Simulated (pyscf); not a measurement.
7 gas-phase steps of one pattern: four-centre exchange on the singlet surface, Ge–N + H–H or H–H + N–Si or H–H + N–Sn broken and Ge–H + H–N or H–N + H–Si or H–N + H–Sn formed. Structures and frequencies: ωB97X-D3(BJ)/def2-SVP in PySCF. Electronic energies in kcal/mol, from the separated reactants; ΔE‡ at ωB97M-D3(BJ)/def2-TZVP, beside the barrier at B3LYP-D3(BJ)/def2-TZVP on the same structures. Rows were drawn at random from the steps of this pattern with a verified saddle, stable references and no exit in the data more than 5 kcal/mol lower.

| row | step | ΔE‡(B3LYP-D3(BJ)) | ΔE‡ |
|---|---|---|---|
| 1 | H₂N–SnH₃ + H₂ → SnH₄ + NH₃ | 33.3 | 34.5 |
| 2 | H₂N–Ge(Cl)(Cl)–Cl + H₂ → Cl–GeH(Cl)–Cl + NH₃ | 43.7 | 44.6 |
| 3 | H₂N–GeH(Cl)–Cl + H₂ → Cl–GeH₂–Cl + NH₃ | 42.7 | 43.3 |
| 4 | H₂N–SiH(NH₂)–NH–SiH₃ + H₂ → H₂N–SiH(NH₂)–NH₂ + SiH₄ | 49.8 | 49.3 |
| 5 | H₂N–SiH₂–OH + H₂ → HO–SiH₃ + NH₃ | 46.6 | ? |
| 6 | H₂N–SiH(OH)–OH + H₂ → HO–SiH₂–OH + NH₃ | 44.7 | 43.7 |
| 7 | HB=N–SiH₃ + H₂ → HB=NH + SiH₄ | 66.3 | 66.2 |

Q: Fit ΔE‡ = a + b·ΔE‡(B3LYP-D3(BJ)) to the other rows and predict row 5.

A: Over the 6 complete rows the means are +46.8 (ΔE‡(B3LYP-D3(BJ))) and 46.9 (ΔE‡); least squares gives b = 0.96 and a = 2.1 kcal/mol, with residuals of 0.7 kcal/mol (root mean square; largest 1.3, row 6). For row 5: 2.1 + 0.96 × (+46.6) = 46.8 kcal/mol. The computed barrier is 46.0 kcal/mol, 0.8 under the line. The line follows the complete rows closely. Each barrier is that of the saddle found. Elements up to Kr have no core potential and no relativistic terms here. Elements past Kr carry the def2 core potentials, without spin-orbit coupling.
